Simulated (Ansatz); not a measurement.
# SiN+ (quintet): wave-function methods side by side, cc-pVDZ

An exercise on one series of results from a longer session: the logs are not shown, and one member is left open.

Method: cc-pVDZ, core rule «outside noble gas», up to 6 orbitals frozen; program: Ansatz 0.2.0, Gaussian basis.

The runs, in order: UHF; CCSD(T) on ROHF; CCSD(T) on UHF; BCCD(T) on ROHF; CISD; CCSDT(Q) on ROHF; CCSDT(Q) on UHF; CASSCF and MRCISD+Q, 8 electrons in 8 orbitals; CASSCF and NEVPT2, 8 electrons in 8 orbitals.

15 further runs of the same task are left out: 4 that didn't finish, 11 set aside as unsound or not needed.

## The system

The geometry is a PBE0/def2-TZVP stationary point (not a proven minimum) of the parent state, kept for this charge and spin.

2 atoms, charge 1, spin multiplicity 5.

Atoms are counted from 1 here; the program's logs count them from 0.

Bond lengths: Si1–N2 1.889 Å.

The first run:

in.yaml

```yaml
crystal:
  periodic: [false, false, false]
  atoms:
    - {symbol: Si, position_ang: [0.000000, 0.000000, 0.000000]}
    - {symbol: N, position_ang: [0.000000, 0.000000, 1.889128]}
basis:
  gaussian: {orbitals: cc-pVDZ}
total_charge: 1
magnetization: {spin_polarized: true, initial_magnetization: 4}
hamiltonian: {xc: hf}
output: {orbitals: {seedname: orbitals}}
```

Run with:

```console
> ansatz run in.yaml --threads 1 --pin off --events-out ev --progress --plain --max-ram 2393MiB
```

Among the steps run: UHF; CCSD(T) on ROHF; CCSD(T) on UHF; BCCD(T) on ROHF; CISD; CCSDT(Q) on ROHF; CCSDT(Q) on UHF; CASSCF and MRCISD+Q, 8 electrons in 8 orbitals; CASSCF and NEVPT2, 8 electrons in 8 orbitals.

One of the session's tables, all rows but one given; the rest of the session is left out.

| method | from UCCSDT(Q) (kJ/mol) |
| --- | --- |
| ROHF | +444.3 |
| UHF | +419.6 |
| RMP2 | +109.4 |
| UMP2 | +104.0 |
| CISD | +29.3 |
| RCCSD | +13.8 |
| UCCSD | +13.2 |
| RCCSD(T) | +3.6 |
| UCCSD(T) | +3.4 |
| BCCD(T) | +3.7 |
| RCCSDT | +0.8 |
| UCCSDT | +0.6 |
| RCCSDT(Q) | +0.2 |
| UCCSDT(Q) | 0 |
| CASSCF valence | ? |
| NEVPT2 valence | +69.8 |
| MRCISD valence | +17.7 |
| MRCISD+Q valence | -1.1 |

Estimate the missing values for CASSCF valence.

The run gave: from UCCSDT(Q) (kJ/mol): +333.9. In the column «from UCCSDT(Q) (kJ/mol)» it lies between RMP2 (+109.4) and UHF (+419.6).

Among the levels timed on like hardware and quicker than the yardstick, those that no quicker one beats, quickest first: UCCSD(T) (0.69 s, +3.4 kJ/mol); MRCISD+Q valence (1.7 s, -1.1 kJ/mol). Runs this short are mostly start-up, so their order is noise.

To keep in mind: Of the multireference levels listed MRCISD+Q valence comes nearest in total energy (-1.1 kJ/mol), which doesn't show that its space is the better one. Restricted and unrestricted rows rest on different reference determinants; where their highest levels disagree by more than a few hundredths of an eV, they describe different states and don't form one ladder.
